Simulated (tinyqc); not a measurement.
Inside a calculation. Method: UHF in the sto-3g basis, for NH, spin multiplicity 3. One step of it, computed by the program tinyqc.

Question. Orthogonalisation. S = U s U^T; symmetric (Loewdin) form X = U s^(-1/2) U^T, so that X^T S X = 1.

overlap S, lower triangle:
```
,1N 1s,1N 2s,1N 2px,1N 2py,1N 2pz,2H 1s
1N 1s,1.000000
1N 2s,0.235038,1.000000
1N 2px,0.000000,0.000000,1.000000
1N 2py,0.000000,0.000000,0.000000,1.000000
1N 2pz,0.000000,0.000000,0.000000,0.000000,1.000000
2H 1s,0.025406,0.299699,0.000000,0.000000,0.303793,1.000000
```

Give: eigenvalues of S; X.

Answer.

eigenvalues of S: 0.5469  0.8359  1.0000  1.0000  1.1453  1.4719

X, lower triangle:
```
,1N 1s,1N 2s,1N 2px,1N 2py,1N 2pz,2H 1s
1N 1s,1.0222
1N 2s,-0.1265,1.0626
1N 2px,0.0000,0.0000,1.0000
1N 2py,0.0000,0.0000,0.0000,1.0000
1N 2pz,-0.0047,0.0406,0.0000,0.0000,1.0401
2H 1s,0.0170,-0.1736,0.0000,0.0000,-0.1723,1.0797
```
